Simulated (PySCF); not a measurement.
Gas-phase reaction: 2 SiCl4 + 4 SiH2Cl = 6 SiHCl2 + H2

Method: PySCF energies plus ideal-gas RRHO corrections (1 bar). † marks an energy on the PBE0/def2-TZVP geometry and frequencies; other levels use their own. MP2 freezes the core. Open shells (unrestricted): SiH2Cl (multiplicity 2), SiHCl2 (multiplicity 2); the rest are closed-shell singlets. SiH2Cl, SiHCl2: computed as isolated molecules; such fragments, hydroxides, amides, oligomers or adducts are transient or little studied in the gas. MP2 isn't extrapolated to the basis-set limit; its ΔH°(298 K) is 347.1 kJ in def2-SVP and 333.5 kJ in def2-TZVPP. The harmonic model lacks anharmonicity and excited electronic states, which grow with temperature; levels with a mode under 35 cm⁻¹ are left out.

```json
[
 {"level": "BLYP/def2-TZVP†", "ΔE electronic, kJ": "246", "ΔH°(298 K), kJ": "238", "ΔS°(298 K), J/K": "198", "ΔG°(1600 K), kJ": "-77"},
 {"level": "HF/def2-TZVP†", "ΔE electronic, kJ": "262", "ΔH°(298 K), kJ": "254", "ΔS°(298 K), J/K": "198", "ΔG°(1600 K), kJ": "-61"},
 {"level": "MP2/def2-TZVPP†", "ΔE electronic, kJ": "341", "ΔH°(298 K), kJ": "334", "ΔS°(298 K), J/K": "198", "ΔG°(1600 K), kJ": "19"},
 {"level": "PBE/def2-SVP", "ΔE electronic, kJ": "288", "ΔH°(298 K), kJ": "280", "ΔS°(298 K), J/K": "198", "ΔG°(1600 K), kJ": "-36"},
 {"level": "PBE/def2-TZVP†", "ΔE electronic, kJ": "268", "ΔH°(298 K), kJ": "260", "ΔS°(298 K), J/K": "198", "ΔG°(1600 K), kJ": "-55"},
 {"level": "PBE0/def2-SVP†", "ΔE electronic, kJ": "315", "ΔH°(298 K), kJ": "307", "ΔS°(298 K), J/K": "198", "ΔG°(1600 K), kJ": "-8"},
 {"level": "PBE0/def2-TZVP", "ΔE electronic, kJ": "294", "ΔH°(298 K), kJ": "286", "ΔS°(298 K), J/K": "198", "ΔG°(1600 K), kJ": "-29"},
 {"level": "ωB97X-V/def2-TZVP†", "ΔE electronic, kJ": "336", "ΔH°(298 K), kJ": "328", "ΔS°(298 K), J/K": "198", "ΔG°(1600 K), kJ": "13"}
]
```
ΔH° is lowest at BLYP/def2-TZVP† and highest at MP2/def2-TZVPP†. No reference value is set beside these.
